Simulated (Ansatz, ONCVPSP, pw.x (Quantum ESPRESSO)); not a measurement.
**What a changed setting does to a pw.x run (fcc Os)**

Potential: optimised norm-conserving Vanderbilt (ONCV), ONCVPSP 4.0.1.1 (patched build), PBEsol; core [Kr] 4d10 4f14, reference 5s2 5p6 5d6 6s2; waves: 5s+6s: rc 1.55 bohr, ncon 4, nbas 8, qcut 8.8 1/bohr, 3 projectors, debl 1.5 Ha; 5p: rc 1.65 bohr, ncon 5, nbas 9, qcut 10.5 1/bohr, 2 projectors, debl 0.7 Ha; 5d: rc 1.45 bohr, ncon 5, nbas 9, qcut 5.9 1/bohr, local; local part: the d channel; core correction: Teter function fitted to the true core (icmod 2), fcfact 0.3. In the p channel the program set the typed energies aside and used -1.869, 0.250 Ha.

The reference run (k-mesh 15³, cutoffs 100/400 Ry, Fermi–Dirac 0.01 Ry, mixing_beta 0.4, conv_thr 1e-9, no spin) gives -3.18 GPa at 13.947 Å³/atom, where all-electron LAPW gives -0.08 GPa. This run, with its own iteration cap, changes diagonalization to cg.

```
&control
  calculation='scf', prefix='x', pseudo_dir='./', outdir='./tmp', tstress=.true., disk_io='none'
/
&system
  ibrav=0, nat=1, ntyp=1, ecutwfc=100, ecutrho=400, nbnd=16,
  occupations='smearing', smearing='fd', degauss=0.01
/
&electrons
  conv_thr=1e-09, mixing_beta=0.4, electron_maxstep=60, diagonalization='cg'
/
ATOMIC_SPECIES
Os 1.0 Os.UPF
CELL_PARAMETERS angstrom
  0.00000000 1.91051419 1.91051419
  1.91051419 0.00000000 1.91051419
  1.91051419 1.91051419 0.00000000
ATOMIC_POSITIONS crystal
Os 0.0000 0.0000 0.0000
K_POINTS automatic
15 15 15 0 0 0
```

```bash
pw.x < Os.scf.in > Os.scf.out
```

Problem. How does the run end?

Solution. It converges in 8 iterations; the free energy moves by +0.0 meV/atom and the pressure by +0.00 GPa. The result is that of the reference run.

```
Message from routine setup:
     using ibrav=0 with symmetry is DISCOURAGED, use correct ibrav instead
     lattice parameter (alat)  =       5.1058  a.u.
     unit-cell volume          =      94.1190 (a.u.)^3
     number of electrons       =        16.00
     number of Kohn-Sham states=           16
     kinetic-energy cutoff     =     100.0000  Ry
     charge density cutoff     =     400.0000  Ry
     scf convergence threshold =      1.0E-09
     Exchange-correlation= PBESOL
     number of k points=   120  Fermi-Dirac smearing, width (Ry)=  0.0100
     iteration #  1     ecut=   100.00 Ry     beta= 0.40
     c_bands:  1 eigenvalues not converged
     total energy              =    -201.63155678 Ry
     estimated scf accuracy    <       0.03085707 Ry
     iteration #  2     ecut=   100.00 Ry     beta= 0.40
     total energy              =    -201.63258569 Ry
     estimated scf accuracy    <       0.00378719 Ry
     iteration #  3     ecut=   100.00 Ry     beta= 0.40
     total energy              =    -201.63391429 Ry
     estimated scf accuracy    <       0.00033730 Ry
     iteration #  4     ecut=   100.00 Ry     beta= 0.40
     total energy              =    -201.63368038 Ry
     estimated scf accuracy    <       0.00106899 Ry
     iteration #  5     ecut=   100.00 Ry     beta= 0.40
     total energy              =    -201.63388755 Ry
     estimated scf accuracy    <       0.00000127 Ry
     iteration #  6     ecut=   100.00 Ry     beta= 0.40
     total energy              =    -201.63389065 Ry
     estimated scf accuracy    <       0.00000192 Ry
     iteration #  7     ecut=   100.00 Ry     beta= 0.40
     total energy              =    -201.63389063 Ry
     estimated scf accuracy    <       0.00000028 Ry
     iteration #  8     ecut=   100.00 Ry     beta= 0.40
     the Fermi energy is    26.0914 ev
!    total energy              =    -201.63389071 Ry
     estimated scf accuracy    <          1.6E-10 Ry
     smearing contrib. (-TS)   =      -0.00305983 Ry
     The total energy is F=E-TS. E is the sum of the following terms:
     one-electron contribution =     -21.08618869 Ry
     hartree contribution      =      22.21454321 Ry
     xc contribution           =     -40.20913433 Ry
     ewald contribution        =    -162.55005108 Ry
     convergence has been achieved in   8 iterations
          total   stress  (Ry/bohr**3)                   (kbar)     P=      -31.79
     Message from routine punch:
     Nothing written, as per user request (disk_io='none')
```

The run took about 2 min on one core of a shared host (Neoverse-N1, 64 threads, 124 GiB, load 53).
